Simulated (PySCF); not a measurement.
# Level sweep

Species: ClH₃Si.
SMILES: `[SiH3]Cl`

PySCF, dipoles from the SCF density, polarisabilities from static response with core orbitals frozen. Geometry: PBE0-D3(BJ)/def2-SVP; no solvent, vibrations or thermal averaging.

Reference dipole: 1.310 D (measured, gas; NIST CCCBDB Release 22 (SRD 101), experimental dipoles). Reference dipole: 1.365 D (computed, CCSD(T)/CBS, all electrons, equilibrium geometry, gas; Hait, Head-Gordon, J. Chem. Theory Comput. 14 (2018) 1969). Errors are taken against the first value of each kind. The anisotropy is √(½[(α1 − α2)² + (α2 − α3)² + (α3 − α1)²]).

| level | μ (D) | error (%) | α (au) | anisotropy (au) |
| --- | --- | --- | --- | --- |
| LDA/def2-SVPD | 1.362 | +3.9 | 44.92 | 11.18 |
| PBE/def2-SVPD | 1.313 | +0.2 | 44.03 | 11.14 |
| B3LYP/def2-SVPD | 1.383 | +5.6 | 42.84 | 10.48 |
| PBE0/def2-SVPD | 1.405 | +7.2 | 42.50 | 10.43 |
| BHandHLYP/def2-SVPD | 1.473 | +12.4 | 41.31 | 9.78 |
| CAM-B3LYP/def2-SVPD | 1.447 | +10.5 | 42.33 | 10.10 |
| wB97X-D/def2-SVPD | 1.443 | +10.2 | 42.16 | 10.14 |
| LC-wPBE/def2-SVPD | 1.492 | +13.9 | 41.42 | 9.84 |
| HF/def2-SVPD | 1.548 | +18.1 | 39.69 | 8.84 |
| PBE0/6-31G* | 1.743 | +33.1 | 30.20 | 11.02 |

For the dipole, the smallest error is 0.2% (PBE/def2-SVPD) and the largest 33.1% (PBE0/6-31G*). The dipole runs from 1.31 D (PBE/def2-SVPD) to 1.74 D (PBE0/6-31G*). In one basis (def2-SVPD) the functionals order the polarisability from HF (lowest) to LDA (highest), a spread of 13%. With PBE0 the polarisability is 30.20 au without diffuse functions (6-31G*) and 42.50 au with them (def2-SVPD). Measured values can belong to vibrating molecules; the computed ones are for one fixed geometry.
